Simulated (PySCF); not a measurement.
**CH₄ClS−, a complex of two parts: interaction energy**

One table from this session's results is given with a row withheld; the runs are named, their logs left out.

Programs: PySCF 2.14.0. All values are calculated, for the isolated system unless a continuum is named. Atoms count from 0, parts from 1.

## Starting point

7 atoms, charge -1, multiplicity 1; geometry: GFN2-xTB. Parts: 1 = atoms 0–4, `CCl`, charge 0; 2 = atoms 5–6, `[SH-]`, charge -1.

The first run:

Job settings and geometry (Å):

```
{"job": {"xc": "PBE0", "basis": "def2-SVPD", "d3": "d3bj", "grid": 2, "kind": "geom", "shake": 0.01}, "charge": -1, "multiplicity": 1, "parts": [{"atoms": "0-4", "charge": 0, "multiplicity": 1}, {"atoms": "5-6", "charge": -1, "multiplicity": 1}]}
C     -0.115686    -0.049076     0.068408
Cl     1.614838    -0.056829    -0.145009
H     -0.404082    -0.743615     0.832751
H     -0.547654    -0.316349    -0.885653
H     -0.502071     0.988223     0.344399
S     -1.697587     2.649686     0.948698
H     -0.668615     3.095454     1.687192
```

On the command line:

```
$ OMP_NUM_THREADS=1 python cluster_run.py task.json out
```

This one command runs all jobs of the session in turn.

Among the steps run: Geometry optimisation at PBE0-D3(BJ)/def2-SVPD; Coupled-cluster interaction energy: CCSD(T) and MP2.

One of the session's tables, all rows but one given; the rest of the session is left out.

It belongs to the step «Coupled-cluster interaction energy: CCSD(T) and MP2». 

```
                 method  interaction energy (kcal/mol)
         HF/aug-cc-pVDZ                          -6.86
        MP2/aug-cc-pVDZ                          -8.66
       CCSD/aug-cc-pVDZ                          -8.08
    CCSD(T)/aug-cc-pVDZ                              ?
         HF/aug-cc-pVTZ                          -6.71
        MP2/aug-cc-pVTZ                          -9.23
    SCS-MP2/aug-cc-pVTZ                          -8.38
      MP2, extrapolated                          -9.53
CCSD(T), limit estimate                          -9.25
```

Estimate the missing values for CCSD(T)/aug-cc-pVDZ.

**Answer.** interaction energy (kcal/mol): -8.39. In the column «interaction energy (kcal/mol)» it lies between MP2/aug-cc-pVDZ (-8.66) and SCS-MP2/aug-cc-pVTZ (-8.38).

To keep in mind: The interaction energy leaves out the deformation of the parts, 0.44 kcal/mol (MP2); added to the CCSD(T) estimate it gives a binding of about -8.81 kcal/mol.
